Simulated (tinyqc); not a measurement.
Worked calculation: G0W0 on RHF in the sto-6g basis, for BH2+, spin multiplicity 1. One step of it, computed by the program tinyqc.

Problem. Iteration 9 (converged): orbitals. Diagonalise F' = X^T F X, C = X C', fill 3 alpha and 3 beta electrons from the bottom; D = 2 C_occ C_occ^T. Each column has its largest component positive (the first on a tie).

converged F (hartree), order 1B 1s, 1B 2s, 1B 2px, 1B 2py, 1B 2pz, 2H 1s, 3H 1s:
```
[[-8.009310, -2.227361, 0.000000, -0.000611, 0.006180, -0.356016, -0.305469],
 [-2.227361, -1.349204, 0.000000, -0.008031, -0.059878, -0.568192, -0.523483],
 [0.000000, 0.000000, -0.147615, 0.000000, 0.000000, 0.000000, 0.000000],
 [-0.000611, -0.008031, 0.000000, -0.554747, -0.005123, -0.464774, 0.440136],
 [0.006180, -0.059878, 0.000000, -0.005123, -0.167134, -0.124703, -0.115331],
 [-0.356016, -0.568192, 0.000000, -0.464774, -0.124703, -0.584235, -0.048722],
 [-0.305469, -0.523483, 0.000000, 0.440136, -0.115331, -0.048722, -0.551829]]
```

X, order 1B 1s, 1B 2s, 1B 2px, 1B 2py, 1B 2pz, 2H 1s, 3H 1s:
```
[[1.029762, -0.153211, 0.000000, -0.001000, -0.005007, 0.021922, 0.020741],
 [-0.153211, 1.150492, 0.000000, 0.012318, 0.042263, -0.229812, -0.202870],
 [0.000000, 0.000000, 1.000000, 0.000000, 0.000000, 0.000000, 0.000000],
 [-0.001000, 0.012318, 0.000000, 1.138583, 0.003822, -0.249026, 0.226275],
 [-0.005007, 0.042263, 0.000000, 0.003822, 1.014555, -0.078810, -0.070952],
 [0.021922, -0.229812, 0.000000, -0.249026, -0.078810, 1.148710, -0.024458],
 [0.020741, -0.202870, 0.000000, 0.226275, -0.070952, -0.024458, 1.123384]]
```

Give: F' = X^T F X; orbital energies; coefficients C; D after iteration 9.

Solution.

F' = X^T F X (hartree):
```
[[-7.8446, -1.0963, 0.0000, -0.0009, 0.0024, -0.0194, -0.0070],
 [-1.0963, -0.7477, 0.0000, 0.0089, 0.0068, -0.3247, -0.2981],
 [0.0000, 0.0000, -0.1476, 0.0000, 0.0000, 0.0000, 0.0000],
 [-0.0009, 0.0089, 0.0000, -0.2877, 0.0007, -0.3669, 0.3448],
 [0.0024, 0.0068, 0.0000, 0.0007, -0.1429, -0.0953, -0.0864],
 [-0.0194, -0.3247, 0.0000, -0.3669, -0.0953, -0.2900, -0.0321],
 [-0.0070, -0.2981, 0.0000, 0.3448, -0.0864, -0.0321, -0.2984]]
```

orbital energies (hartree): [-8.0111, -0.9127, -0.7776, -0.1950, -0.1476, 0.0537, 0.2314]

coefficients C, order 1B 1s, 1B 2s, 1B 2px, 1B 2py, 1B 2pz, 2H 1s, 3H 1s:
```
[[0.9954, -0.2302, 0.0166, 0.1125, 0.0000, -0.1656, -0.0241],
 [0.0176, 0.7345, -0.0625, -0.4837, 0.0000, 0.8045, 0.1349],
 [0.0000, 0.0000, 0.0000, 0.0000, 1.0000, 0.0000, 0.0000],
 [0.0003, 0.0364, 0.5796, 0.0067, 0.0000, -0.1074, 1.0300],
 [0.0000, 0.0656, -0.0009, 0.8320, 0.0000, 0.5844, 0.0656],
 [-0.0028, 0.3236, 0.3812, 0.2658, 0.0000, -0.6254, -0.8543],
 [-0.0025, 0.2673, -0.4220, 0.2879, 0.0000, -0.7825, 0.6447]]
```

D after iteration 9, order 1B 1s, 1B 2s, 1B 2px, 1B 2py, 1B 2pz, 2H 1s, 3H 1s:
```
[[2.0883, -0.3053, 0.0000, 0.0030, -0.0303, -0.1419, -0.1421],
 [-0.3053, 1.0874, 0.0000, -0.0190, 0.0964, 0.4275, 0.4454],
 [0.0000, 0.0000, 0.0000, 0.0000, 0.0000, 0.0000, 0.0000],
 [0.0030, -0.0190, 0.0000, 0.6745, 0.0037, 0.4655, -0.4698],
 [-0.0303, 0.0964, 0.0000, 0.0037, 0.0086, 0.0418, 0.0358],
 [-0.1419, 0.4275, 0.0000, 0.4655, 0.0418, 0.5001, -0.1488],
 [-0.1421, 0.4454, 0.0000, -0.4698, 0.0358, -0.1488, 0.4992]]
```
